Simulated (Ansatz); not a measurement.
Gas-phase electronic energies from Ansatz, PBE0-D4/def2-TZVP geometries. CCSD(T)/CBS is the MP2 limit (def2-TZVPP, def2-QZVPP) plus CCSD(T) − MP2 in def2-TZVPP, frozen cores. This one scheme is used for every species. Functionals use def2-TZVPP. One conformer a species, not always the lowest.

Consider the substitution at a C–C bond: `C=C=C(F)CC` + HCl → `C=C=C(F)Cl` + `CC`.

CCSD(T)/CBS gives +0.56 eV.

Q: Another level gave +0.45 eV. Which?
A. SCS-MP2/def2-TZVPP
B. PBE0/def2-TZVPP
C. CCSD/def2-TZVPP
D. PBE-D4/def2-TZVPP

A: B. PBE0 0.45, SCS-MP2/def2-TZVPP 0.53, CCSD/def2-TZVPP 0.57, PBE-D4 0.40 eV.

Largest T1 diagnostic among the species: 0.013.

From PBE to PBE0 (25 % exact exchange), in def2-TZVPP and without D4, ΔE moves by +0.08 eV. The D4 term adds +0.04 eV with B3LYP and +0.03 eV with PBE0; it sums over pairs of atoms, weighted by their polarisabilities, and B3LYP, whose exchange is more repulsive, gets the larger term.

B3LYP here is the variant with VWN-RPA as its local correlation; programs differ in this.
